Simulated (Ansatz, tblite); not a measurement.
# The cluster Au3−: one state, many levels

The task here is to estimate one member of a computed series from the others.

Method: as each input shows; program: Ansatz 0.2.0, Gaussian basis.

The runs, in order: GFN1-xTB, GFN2-xTB, PBE-D4/def2-TZVPD, r2SCAN-D4/def2-TZVPD, ωB97X-V/def2-TZVPD, HF/def2-TZVPD, B2PLYP/def2-TZVPD, ωB97M-V/def2-TZVPD, revPBE-D4/def2-TZVPD, PBE-D4/def2-SVPD, PBE0-D4/def2-SVPD, CCSD(T)/def2-TZVPD, RPA/def2-TZVPD.

2 further runs of the same task are left out: 1 that didn't finish, 1 set aside as unsound or not needed. Runs told in other sessions of the task aren't counted.

### The structure

The singlet was relaxed beforehand with PBE0-D4/def2-TZVPD. At that level it is the lowest of the isomers that a small search found.

3 atoms, charge -1, spin multiplicity 1.

Bond lengths: Au1–Au2 2.588 Å, Au1–Au3 2.588 Å. Angles: Au2–Au1–Au3 180.0°.

Au takes a core potential in the def2 sets. No spin-orbit coupling is included. The ion is computed in the gas phase, without counter-ions or solvent.

PBE0-D4/def2-TZVPD was run before; its log isn't repeated, and its numbers join the tables.

Set-up of the first run:

Tight binding, by tblite at 300 K electronic temperature and without a spin-polarisation term:

```python
tblite.interface.Calculator('GFN1-xTB', numbers, positions, charge=-1, uhf=0).singlepoint()
```

Tight binding, by tblite at 300 K electronic temperature and without a spin-polarisation term:

```python
tblite.interface.Calculator('GFN2-xTB', numbers, positions, charge=-1, uhf=0).singlepoint()
```

start.molden holds the orbitals of an earlier run on this state, given as this run's starting guess.

in.yaml reads:

```yaml
crystal:
  periodic: [false, false, false]
  atoms:
    - {symbol: Au, position_ang: [0.000002, 0.000017, -0.000002]}
    - {symbol: Au, position_ang: [-2.467285, 0.403887, 0.667739]}
    - {symbol: Au, position_ang: [2.467283, -0.403904, -0.667738]}
basis:
  gaussian: {orbitals: def2-TZVPD, initial_orbitals: start.molden}
total_charge: -1
hamiltonian: {xc: pbe, dispersion: d4}
scf: {omitted_lower_state_checks: [starts]}
output: {orbitals: {seedname: orbitals}}
```

Command:

```
$ ansatz run in.yaml --threads 4 --pin off --events-out ev --progress --plain --max-ram 3916MiB
```

Among the steps run: PBE-D4/def2-TZVPD; r2SCAN-D4/def2-TZVPD; ωB97X-V/def2-TZVPD; HF/def2-TZVPD; B2PLYP/def2-TZVPD; ωB97M-V/def2-TZVPD; revPBE-D4/def2-TZVPD; PBE-D4/def2-SVPD; PBE0-D4/def2-SVPD; CCSD(T)/def2-TZVPD; RPA/def2-TZVPD.

One table of the session follows, with a row left open; its other results are not shown here.

```
               level  HOMO (eV)  LUMO (eV)  gap (eV)
       HF/def2-TZVPD      -2.47       4.06      6.53
    PBE-D4/def2-SVPD      -1.23       1.05      2.28
   PBE-D4/def2-TZVPD      -1.30       0.93      2.23
revPBE-D4/def2-TZVPD      -1.19       1.04      2.24
r2SCAN-D4/def2-TZVPD      -1.44       1.07      2.51
   PBE0-D4/def2-SVPD      -1.76       1.76      3.52
  PBE0-D4/def2-TZVPD          ?          ?         ?
  ωB97X-V/def2-TZVPD      -3.44       3.27      6.71
  ωB97M-V/def2-TZVPD      -3.40       3.14      6.55
```

Estimate the missing values for PBE0-D4/def2-TZVPD.

The run gave: HOMO (eV): -1.83; LUMO (eV): 1.65; gap (eV): 3.47. In the column «HOMO (eV)» it lies between HF/def2-TZVPD (-2.47) and PBE0-D4/def2-SVPD (-1.76).
